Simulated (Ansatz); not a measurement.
Input file:

```yaml
crystal:
  periodic: [false, false, false]
  atoms:
    - {symbol: Si, position_ang: [0.000000, 0.000000, 0.426151]}
    - {symbol: C, position_ang: [0.000000, 0.000000, -1.195849]}
    - {symbol: H, position_ang: [0.000000, 1.271280, 1.187731]}
    - {symbol: H, position_ang: [0.000000, -1.271280, 1.187731]}
basis:
  gaussian: {orbitals: cc-pVDZ}
correlation: {method: sc_nevpt2, electrons: outside_noble_gas, active_space: {window: {electrons: 10, orbitals: 10}, shells: [{species: C, l: s, shell: 2}, {species: C, l: p, shell: 2}, {species: H, l: s, shell: 1}, {species: Si, l: s, shell: 3}, {species: Si, l: p, shell: 3}]}}
```

```sh
$ ansatz run in.yaml --threads 1 --pin off --events-out ev --progress --plain --max-ram 2816MiB --backend cpu
```

Log:

```
793 factors; integrals over basis functions are off by at most 1.4e-7 eV
mean field evaluation 1: about -8916.6135 eV, gradient 1.6e1 eV
mean field evaluation 2: about -8916.6164 eV, gradient 1.6e1 eV
mean field evaluation 4: about -8917.9749 eV, gradient 2.7e0 eV
mean field evaluation 8: about -8918.0313 eV, gradient 1.5e-4 eV
mean field -8918.03129406 eV, -327.7316051980 hartree, gradient 1.5e-6 eV, S^2 0.000000; 0 other end points of the search recorded, 0 dependent functions left out; unrestricted orbitals would lower it
reference -8918.03129406 eV, -327.7316051980 hartree; 11, 11 occupied and 31, 31 virtual orbitals, 793 factors
state -8920.96594930 eV, -327.8394517888 hartree
state -8920.96594930 eV, -327.8394517888 hartree; corrected -8923.72452665 eV, -327.9408276366 hartree
Total energy: -8923.72452665 eV, -327.9408276366 hartree
Checks for a lower state left out: starts, orbital_swaps
```

Natural occupations: 1.9836 1.9698 1.9685 1.9237 1.9071 0.0946 0.0787 0.0383 0.0186 0.0170.

For the same geometry and basis RCCSDTQ lies 969.7 meV lower.

Ran on 1 thread of AMD EPYC 7R13, shared host: 6 s wall, 0.18 GiB peak host memory.
